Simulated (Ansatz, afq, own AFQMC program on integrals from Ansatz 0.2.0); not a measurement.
## C3H8GeO, singlet, reference energies and how methods fare

```json
{"atom": "C", "x (Å)": "-1.3307", "y (Å)": "-0.6657", "z (Å)": "-0.2132"}
{"atom": "C", "x (Å)": "-0.0713", "y (Å)": "0.0000", "z (Å)": "0.3143"}
{"atom": "C", "x (Å)": "1.1205", "y (Å)": "-0.9416", "z (Å)": "0.3375"}
{"atom": "O", "x (Å)": "0.2395", "y (Å)": "1.1054", "z (Å)": "-0.5152"}
{"atom": "Ge", "x (Å)": "0.3097", "y (Å)": "2.7807", "z (Å)": "0.1077"}
{"atom": "H", "x (Å)": "-2.1745", "y (Å)": "0.0404", "z (Å)": "-0.2056"}
{"atom": "H", "x (Å)": "-1.1759", "y (Å)": "-1.0009", "z (Å)": "-1.2505"}
{"atom": "H", "x (Å)": "-1.6035", "y (Å)": "-1.5377", "z (Å)": "0.4005"}
{"atom": "H", "x (Å)": "-0.2645", "y (Å)": "0.3518", "z (Å)": "1.3504"}
{"atom": "H", "x (Å)": "2.0091", "y (Å)": "-0.4322", "z (Å)": "0.7395"}
{"atom": "H", "x (Å)": "1.3546", "y (Å)": "-1.2808", "z (Å)": "-0.6834"}
{"atom": "H", "x (Å)": "0.9153", "y (Å)": "-1.8242", "z (Å)": "0.9624"}
{"atom": "H", "x (Å)": "0.6920", "y (Å)": "3.3701", "z (Å)": "-1.3296"}
```

Geometry: a PBE0/def2-SVP stationary point, not shown to be a minimum. Basis def2-SVP. Noble-gas cores (and the filled d shells of Ga–Kr and In–Xe) are frozen. AFQMC by an in-house program on the Cholesky factors that Ansatz 0.2.0 writes for its CCSD(T) run. ph-AFQMC/CISD is guided by a CISD state made of CCSD amplitudes; releasing the constraint for a short imaginary time cuts its bias at the price of noise, slowly where states lie close. ± is one standard error of the sampling. No spin–orbit coupling.

Best estimates are CCSD(T) at the basis-set limit (def2-TZVPP/QZVPP) plus the step from CCSD(T) to the highest rung at hand in def2-SVP, named in the table (released AFQMC can keep some 10 meV of bias). Fragments are relaxed and keep their bonds. No zero-point, core-correlation or spin–orbit terms, no scalar relativity below Rb. Where CCSD(T) in the larger sets was too dear, only MP2 was extrapolated. Other levels are in def2-SVP, the functionals in def2-TZVP; a dash marks a level that is missing or breaks spin symmetry for a member.

Cautions: inner d shell frozen; no relativity below Rb; no spin-orbit coupling; C₃H₈GeO (singlet): the released value is read at 0.63 1/Eh with a noise of 13 meV, more than in the cases checked, later times being too noisy (meV from the phaseless value at times in 1/Eh: -22 ± 13 at 0.21, -28 ± 12 at 0.42, -16 ± 13 at 0.63, -25 ± 18 at 0.90); C₃H₇GeO (doublet): the released value is read at 0.90 1/Eh with a noise of 19 meV, more than in the cases checked (meV from the phaseless value at times in 1/Eh: 3 ± 12 at 0.21, 11 ± 11 at 0.42, 14 ± 14 at 0.63, 4 ± 19 at 0.90).

| process | r2SCAN (eV) |
| --- | --- |
| Ge5–H13 → C3H7GeO (doublet) + H (doublet) | 3.04 |
| to free atoms | 50.23 |

**Question.** From these values, estimate the best estimates.

**Answer.** 
| process | best estimate (eV) | highest rung |
| --- | --- | --- |
| Ge5–H13 → C3H7GeO (doublet) + H (doublet) | 3.16 ± 0.02 | released AFQMC |
| to free atoms | 50.32 ± 0.01 | released AFQMC |

Errors against the best estimates in eV, in the same order:

```csv
level,"error, 1","error, 2"
MP2,-0.32,-2.02
CCSD(T),-0.18,-2.31
ph-AFQMC/CISD,-0.20 ± 0.01,-2.26 ± 0.009
CCSD(T)/CBS,0.00,-0.05
PBE,-0.16,0.59
r2SCAN,-0.12,-0.09
PBE0,-0.17,-0.28
B3LYP,-0.08,-0.51
wB97M-V,-0.04,-0.07
B2PLYP,-0.13,-0.81
```

Cost at the first geometry (cards were shared with other jobs): PBE0/def2-SVP, 8 s on 1 thread of AMD EPYC 7R13 Processor (Zen 3), with other jobs on the host; RCCSD(T)/def2-SVP, 4.4 s on 1 × NVIDIA H100 80GB HBM3 with 1 thread of AMD EPYC 7R13 Processor (Zen 3) (shared host); ph-AFQMC/CISD with release, 3.2 min on 1 × NVIDIA H100 80GB HBM3 with 2 threads of AMD EPYC 7R13 Processor (Zen 3), with other jobs on the host.

Best estimates are given only where the step beyond CCSD(T) is under 0.3 eV and no member's determinant is very poor (T1 over 0.05, or 0.07 for open shells, ⟨S²⟩ too high by 0.3, two states mixed), so the hardest cases are missing from such tables.

The functionals ran in a triple-zeta set and keep a basis error of their own, a few kJ/mol for each bond in atomization energies and more for double hybrids, so close places among them and the extrapolated levels can swap.

Each member of a difference takes its own highest rung, so a best estimate needn't equal the limit plus the step of one row. Released energies are given only where the last usable release times agree within the noise; a slower fall can still hide under it.
